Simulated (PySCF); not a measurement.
Molecular orbitals of BP⁺

PBE0 at R = 1.870 Å; PySCF, spin-free X2C with a Gaussian nucleus, basis sets B jorge-DZP-DKH, P jorge-DZP-DKH. State: ⁴Σ⁻ (quartet), unpaired electrons σ ↑, π ↑↑. Only the outer orbitals are listed, counted within each symmetry.

```tsv
spin	orbital	occ.	ε (eV)	on B (%)	main shells (%)
α	5σ	1	-26.21	26	70 P s, 18 B s
α	6σ	1	-19.06	53	53 B s, 23 P s, 23 P p
α	2π	1	-15.62	25	74 P p, 24 B p
α	2π	1	-15.62	25	74 P p, 24 B p
α	7σ	1	-15.30	68	49 B p, 28 P p, 19 B s
α	3π	0	-9.43	72	72 B p, 25 P p
α	3π	0	-9.43	72	72 B p, 25 P p
α	8σ	0	-4.27	44	45 P p, 37 B p, 16 P d
β	5σ	1	-23.84	32	64 P s, 21 B s, 10 B p
β	6σ	1	-17.14	35	36 P p, 33 B s, 28 P s
β	2π	0	-11.40	31	68 P p, 30 B p
β	2π	0	-11.40	31	68 P p, 30 B p
β	7σ	0	-10.13	82	44 B s, 36 B p, 18 P p
```

**Question.** Which are the highest filled and the lowest empty level, where do they sit, and how wide is the gap?

**Answer.** Highest filled α 7σ at -15.30 eV (in %: 49 B p, 28 P p, 19 B s); lowest empty β 2π at -11.40 eV (in %: 68 P p, 30 B p); the gap at PBE0 is 3.90 eV.

```
bond order (Mayer)                                                                                                : 1.69
⟨S²⟩                                                                                                              : 3.753
charge on B (Mulliken, basis-dependent)                                                                           : 0.37
charge on B (Löwdin, basis-dependent)                                                                             : 0.30
dipole moment (positive dipole points towards P; it is taken about the centre of mass and depends on that origin) : -1.74 D
polarisability along the bond                                                                                     : 43.5 bohr³
polarisability across the bond                                                                                    : 19.1 bohr³
```

The state was picked by a PBE0 search and need not be the measured ground state.
